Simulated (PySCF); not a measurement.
Species: CCl₄.
Atom-mapped SMILES: `[Cl:1][C:2]([Cl:3])([Cl:4])[Cl:5]`

The closed-shell ground state was solved at several levels (PySCF, density fitting, gas phase, non-relativistic). Isolated species at its PBE0-D3(BJ)/def2-SVP geometry, gas phase. The dipole stays under 0.02 D at every level.

| level | basis functions | HOMO (eV) | LUMO (eV) | gap (eV) |
| --- | --- | --- | --- | --- |
| PBE0/aug-cc-pVDZ | 131 | -9.13 | -1.68 | 7.45 |
| PBE0/def2-SVPD | 128 | -9.22 | -1.66 | 7.56 |
| PBE0/cc-pVTZ | 166 | -9.09 | -1.51 | 7.58 |
| HF/pcSseg-2 | 208 | -12.58 | 2.58 | 15.16 |
| CAM-B3LYP/def2-SVPD | 128 | -10.59 | -0.46 | 10.13 |
| PBE0/STO-3G | 41 | -8.06 | 0.76 | 8.82 |
| PBE/pcSseg-2 | 208 | -7.71 | -2.67 | 5.04 |
| CAM-B3LYP/pcSseg-2 | 208 | -10.55 | -0.36 | 10.19 |

Question: Estimate the row for PBE0/6-31G*, a basis of 86 functions; the other rows only guide the guess.

Answer: HOMO -9.14 eV, LUMO -1.63 eV, gap 7.51 eV.

Question: Over all these levels, which gives the widest orbital gap and which the narrowest?

Answer: HF/pcSseg-2 (Hartree–Fock, all exact exchange) has the widest, 15.16 eV, and PBE/pcSseg-2 (GGA) the narrowest, 5.04 eV. The two share the basis. From the narrowest to the widest the HOMO moves by -4.87 eV and the LUMO by +5.25 eV. The HOMO need not be the same orbital at Hartree–Fock and at DFT levels.

Question: How much does the basis alone move the frontier levels among the 5 PBE0 rows (the withheld one included)?

Answer: The HOMO by 1.16 eV and the LUMO by 2.44 eV. By rising basis size (HOMO, LUMO in eV): STO-3G -8.06, 0.76; 6-31G* -9.14, -1.63; def2-SVPD -9.22, -1.66; aug-cc-pVDZ -9.13, -1.68; cc-pVTZ -9.09, -1.51.
